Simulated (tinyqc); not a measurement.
Ways to converge the cycle: SCF convergence aids in the sto-3g basis, for LiH, spin multiplicity 3. Computed by the program tinyqc with PySCF. Command: `OMP_NUM_THREADS=1 python tinyqc.py 110551 110552 out.jsonl`; one thread of a shared host (Intel(R) Xeon(R) Processor @ 2.60GHz), about 0.7 s.

Geometry (angstrom):
```
atom       x       y       z
Li    0.0000  0.0000  0.0000
H     0.0000  0.0000  1.6140
```

lowest solution found by these runs and by PySCF with stability checks = -7.767076 hartree

UHF with one setting changed at a time; a run stops when the energy changes by less than 1e-09 hartree and the error matrix is below 1e-5. The start is random orbitals. Damping d keeps d of the old density; a shift (hartree) raises the virtual levels; DIIS n extrapolates F over n matrices.

Largest element of the error matrix X^T (FDS - SDF) X:
```
iteration    plain  damping 0.3  damping 0.6  shift 0.4   DIIS 3   DIIS 8
1          1.1e+00      1.1e+00      1.1e+00    1.1e+00  1.1e+00  1.1e+00
2          1.1e-01      3.1e-01      5.9e-01    2.0e-01  1.1e-01  1.1e-01
3          4.4e-02      1.1e-01      3.5e-01    1.2e-01  4.0e-02  4.0e-02
4          1.8e-02      4.4e-02      2.2e-01    7.7e-02  1.2e-02  1.2e-02
5          1.1e-02      2.6e-02      1.4e-01    4.8e-02  1.1e-02  1.1e-02
6          9.3e-03      1.5e-02      8.8e-02    2.9e-02  7.5e-03  3.6e-03
8          7.1e-03      8.7e-03      3.7e-02    1.5e-02  2.8e-04  6.2e-05
10         4.9e-03      7.3e-03      1.8e-02    1.1e-02  3.9e-05  2.0e-06
14         2.3e-03      4.7e-03      8.4e-03    9.7e-03        -        -
20         7.1e-04      2.2e-03      5.6e-03    6.5e-03        -        -
30         9.9e-05      5.7e-04      2.9e-03    3.1e-03        -        -
45               -      7.8e-05      9.7e-04    9.8e-04        -        -
60               -      1.1e-05      3.2e-04    3.1e-04        -        -
```

How each run ends:
```
run          iterations  E (hartree)                                                        state
plain                43    -7.767076                                                 lowest found
damping 0.3         >60    -7.767076  falls steadily but slowly, by a factor of about 0.88 a step
damping 0.6         >60    -7.767073  falls steadily but slowly, by a factor of about 0.93 a step
shift 0.4           >60    -7.767074  falls steadily but slowly, by a factor of about 0.93 a step
DIIS 3               13    -7.767076                                                 lowest found
DIIS 8               10    -7.767076                                                 lowest found
```

3 of 6 runs reach the lowest solution found, in 10 to 43 iterations (fastest: DIIS 8). Not converged: damping 0.3, damping 0.6, shift 0.4. Plain steps already contract here, so damping only slows them. DIIS 3 and DIIS 8 gain by cancelling the error over several earlier matrices, much as a quasi-Newton step does.
